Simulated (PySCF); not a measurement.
# How exact exchange moves a shielding

Molecule: `N[SiH2]N`, H6N2Si.

Structure with atom numbers: `[NH2:1][SiH2:2][NH2:3]`; H(Xn) means a hydrogen on atom n.

GIAO shieldings (ppm, equivalent atoms averaged) in PySCF on the PBE0-D3(BJ)/def2-SVP geometry, basis pcSseg-2, gas phase, non-relativistic:

```tsv
functional	exact exchange (%)	σ(N1/N3)	σ(Si2)
BLYP	0	229.7	359.4
BP86	0	233.4	366.5
PBE	0	233.6	366.8
B3LYP	20	234.5	371.4
PBE0	25	239.1	382.0
mPW1PW91	25	238.6	381.3
HF	100	247.4	425.7
```

(1) Fit each shielding as a line in the percentage of exact exchange.

(2) What does the line predict for BHandHLYP (50 %), and what does the run give?

Answers

(1) σ(N1/N3) = 232.9 + 0.15 x (rms 1.8 ppm); σ(Si2) = 364.0 + 0.62 x (rms 3.2 ppm). The functionals also differ in their semilocal parts, which the line can't hold; Hartree–Fock has no correlation at all.

(2) σ(N1/N3): 240.4 predicted, 239.9 computed; σ(Si2): 395.0 predicted, 390.1 computed ppm.
